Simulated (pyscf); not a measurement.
Four-centre exchange: Cl–BH–Cl + HCl → HCl + Cl–BH–Cl

Gas phase, singlet surface, charge 0. Bonds broken: Cl1–B2, Cl5–H6. Bonds formed: Cl1–H6, B2–Cl5. Structures and frequencies: ωB97X-D3(BJ)/def2-SVP in PySCF. MP2 and CC: frozen core, UHF for open shells. ΔMP2 is the change of the MP2 total energy from the triple- to the quadruple-zeta basis.

Transition state (Å):

```xyz
6

Cl    -1.2081     0.7860     0.8927
B     -0.4000    -0.0653    -0.7245
Cl     1.3037     0.3686    -0.9035
H     -1.1567     0.0548    -1.6442
Cl    -0.6149    -1.8877     0.0599
H     -1.1196    -0.7578     0.9993
```

One imaginary mode, 915i cm⁻¹; descent along it reached the two sides named.

```csv
bond,change,reactant side (Å),saddle,product side
Cl1–B2,breaks,1.755,1.998,3.2
Cl5–H6,breaks,1.285,1.554,2.8
Cl1–H6,forms,2.8,1.550,1.285
B2–Cl5,forms,3.2,1.996,1.755
```

Electronic energies relative to the separated reactants (kcal/mol):

```json
[
 {"level": "ωB97X-D3(BJ)/def2-TZVP", "barrier": "18.7", "reaction energy": "0.0", "reverse barrier": "18.7"},
 {"level": "PBE/def2-TZVP", "barrier": "13.1", "reaction energy": "0.0", "reverse barrier": "13.1"},
 {"level": "r²SCAN/def2-TZVP", "barrier": "14.9", "reaction energy": "0.0", "reverse barrier": "14.9"},
 {"level": "B3LYP-D3(BJ)/def2-TZVP", "barrier": "19.0", "reaction energy": "0.0", "reverse barrier": "19.0"},
 {"level": "PBE0-D3(BJ)/def2-TZVP", "barrier": "14.7", "reaction energy": "0.0", "reverse barrier": "14.7"},
 {"level": "M06-2X/def2-TZVP", "barrier": "18.7", "reaction energy": "0.0", "reverse barrier": "18.7"},
 {"level": "ωB97M-D3(BJ)/def2-TZVP", "barrier": "19.9", "reaction energy": "0.0", "reverse barrier": "19.9"},
 {"level": "HF/def2-TZVP", "barrier": "40.4", "reaction energy": "0.0", "reverse barrier": "40.4"},
 {"level": "MP2/def2-QZVPP", "barrier": "17.4", "reaction energy": "0.0", "reverse barrier": "17.4"},
 {"level": "CCSD/def2-TZVPP", "barrier": "25.4", "reaction energy": "0.0", "reverse barrier": "25.4"},
 {"level": "CCSD(T)/def2-TZVPP", "barrier": "22.0", "reaction energy": "0.0", "reverse barrier": "22.0"},
 {"level": "CCSD(T)/def2-TZVPP + ΔMP2(QZVPP)", "barrier": "21.0", "reaction energy": "0.0", "reverse barrier": "21.0"}
]
```

With CCSD(T)/def2-TZVPP + ΔMP2(QZVPP) energies and thermal terms (ideal gas, 1 atm, RRHO with modes under 100 cm⁻¹ raised to 100, one conformer, R ln 2 for chiral ones without a mode under 150 cm⁻¹), in kcal/mol:

| T (K) | ΔH‡ | ΔG‡ | ΔH | ΔG |
|---|---|---|---|---|
| 298 | 19.5 | 29.7 | 0.0 | 0.0 |
| 600 | 19.6 | 39.9 | 0.0 | 0.0 |
| 900 | 20.1 | 50.0 | 0.0 | 0.0 |
| 1200 | 20.6 | 59.8 | 0.0 | 0.0 |

This is the saddle that the search found; another between the same sides may lie lower. The CCSD(T) − MP2 part came from Ansatz, without density fitting, on the same reference.
